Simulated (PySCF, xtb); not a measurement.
H2S, SMILES S.

GFN2-xTB (xtb) at its own geometry gives an orbital gap of 5.21 eV and a dipole moment of 1.97 D.

The structure is a stationary point at PBE0-D3(BJ)/def2-TZVPD.

What does HF/def2-TZVPD (PySCF) give? (An estimate is asked for; the answer gives what the named calculation found.)

gap 12.28 eV (levels -10.48 and 1.81 eV), dipole 1.07 D.
